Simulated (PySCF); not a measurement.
# SnH$_{4}$, singlet in def2-SVP: errors against RCCSDT(Q)

Geometry: a PBE0/def2-TZVP stationary point for this spin, not checked as a minimum.

| atom | x (Å) | y (Å) | z (Å) |
| --- | --- | --- | --- |
| Sn | 0.0000 | 0.0000 | 0.0000 |
| H | 0.9788 | 0.9872 | 0.9851 |
| H | -0.9890 | -0.9799 | 0.9822 |
| H | -0.9784 | 0.9802 | -0.9924 |
| H | 0.9886 | -0.9875 | -0.9749 |

Basis def2-SVP with its core potentials; PySCF 2.14.0. Correlated methods freeze the noble-gas cores and the filled d shells of p-block atoms, which leaves 8 electrons in 37 orbitals. Prefix R: restricted or restricted open-shell reference. No spin–orbit coupling is included; scalar relativity enters through the core potentials alone.

Full CI isn't at hand for all of this; RCCSDT(Q) serves as the reference, and is uncertain by the last step of the cluster series or more.

* T1 diagnostic (ROHF- or RHF-based CCSD): 0.0101
* largest doubles amplitude (ROHF- or RHF-based CCSD): 0.035

```
   level  E − E(RCCSDT(Q)) (meV)  share of correlation (%)  wall time
     RHF                    3630                      0.00          –
    RMP2                     862                     76.26          –
   RCCSD                      74                     97.97          –
RCCSD(T)                      17                     99.54     0.73 s
  RCCSDT                       1                     99.96          –
```

The correlation energy at RCCSDT(Q), counted from RHF, is -3.630 eV. That run took 2.6 min on 1 thread of Arm Neoverse V1, shared host.

Times are those of the correlated step on a shared host, with one SCF added for the restricted CCSD run; they ran on 1 thread of Arm Neoverse V1.
